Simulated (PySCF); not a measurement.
An excited-state job on `C=C(Cl)C#N` (2-chloroacrylonitrile).

Computed with TDDFT PBE0/def2-SVPD, vertical, gas phase, core orbitals frozen in the response (PySCF 2.14.0, density-fitted response routines). Geometry: GFN2-xTB. A driver script takes a list of jobs; this job's settings line and coordinates (Å) are shown.

Input:
```
{"job": {"kind": "uv", "xc": "PBE0", "basis": "def2-SVPD", "nstates": 8, "ntriplets": 3}, "charge": 0, "multiplicity": 1}
C     -1.056280    -0.202243     0.121897
C      0.143148     0.358787     0.013220
Cl     0.404697     2.070611     0.156201
C      1.327252    -0.377704    -0.228309
N      2.292559    -0.961846    -0.423512
H     -1.937635     0.385643     0.305514
H     -1.170406    -1.268344     0.027911
```

**Question.** Give the output.

**Answer.** 
```
coarse grid: 7184 points
cycle   1  E = -629.6921653740  dE =  6.878e-01  |g| = 4.416e-01  |ddm| = 4.640e+00
cycle   2  E = -629.5092229552  dE =  1.829e-01  |g| = 1.010e+00  |ddm| = 2.635e+00
cycle   3  E = -629.7400946312  dE = -2.309e-01  |g| = 7.287e-02  |ddm| = 1.688e+00
cycle   4  E = -629.7407669333  dE = -6.723e-04  |g| = 4.867e-02  |ddm| = 1.582e-01
cycle   5  E = -629.7413144127  dE = -5.475e-04  |g| = 1.314e-02  |ddm| = 7.870e-02
cycle   6  E = -629.7413650003  dE = -5.059e-05  |g| = 1.662e-03  |ddm| = 3.247e-02
cycle   7  E = -629.7413655523  dE = -5.521e-07  |g| = 7.642e-04  |ddm| = 4.393e-03
final grid: 67112 points
cycle   8  E = -629.8094597057  dE = -1.341e-05  |g| = 3.327e-03  |ddm| = 6.833e-02
cycle   9  E = -629.8094602456  dE = -5.399e-07  |g| = 3.105e-03  |ddm| = 1.794e-02
cycle  10  E = -629.8094627119  dE = -2.466e-06  |g| = 6.561e-04  |ddm| = 8.150e-03
cycle  11  E = -629.8094628103  dE = -9.838e-08  |g| = 1.831e-04  |ddm| = 1.077e-03
cycle  12  E = -629.8094628166  dE = -6.302e-09  |g| = 8.403e-05  |ddm| = 3.717e-04
cycle  13  E = -629.8094628182  dE = -1.554e-09  |g| = 1.473e-05  |ddm| = 1.162e-04
cycle  14  E = -629.8094628182  dE = -3.627e-11  |g| = 7.878e-06  |ddm| = 3.441e-05
converged SCF energy = -629.8094628182

Static polarisability (au): isotropic 54.358, principal 35.556 59.345 68.172

Singlet excitations
state   eV       nm        f      main configurations
  1   5.9197    209.4   0.22829   H->L 0.94
  2   6.0190    206.0   0.00021   H->L+1 0.87, H-1->L 0.10
  3   6.1231    202.5   0.00033   H-1->L 0.86, H->L+1 0.11
  4   6.6824    185.5   0.00093   H-3->L 0.93
  5   6.8619    180.7   0.04074   H-2->L 0.80, H-1->L+1 0.12
  6   7.4090    167.3   0.00770   H-4->L 0.98
  7   7.4948    165.4   0.04475   H-1->L+1 0.79, H-3->L+1 0.12
  8   7.5670    163.8   0.00000   H-2->L+1 0.67, H->L+2 0.17, H->L+3 0.09

Triplet excitations (Tamm-Dancoff, eV): 3.4900 5.5980 5.8682
```

The SCF starts on a coarse grid where the log names one; the energy can jump when the final grid takes over, and dE then counts from the start density on the new grid. H and L stand for HOMO and LUMO; the number after each pair is its weight.

**Question.** Give the mean polarisability as a volume in Å³, and the ratio of the largest to the smallest principal value.

**Answer.** 54.358 au × 0.148185 = 8.06 Å³; 68.172/35.556 = 1.92.

Main results: HOMO -8.41 eV, LUMO -2.09 eV; lowest singlet 5.92 eV; lowest triplet 3.49 eV (Tamm–Dancoff); mean polarisability 54.4 au.

**Question.** How long does this job take on an Arm Neoverse V2 with one thread, no GPU (shared host)?

**Answer.** About 15 s.
Labels such as C1 count atoms from 1, the log's own numbers from 0.
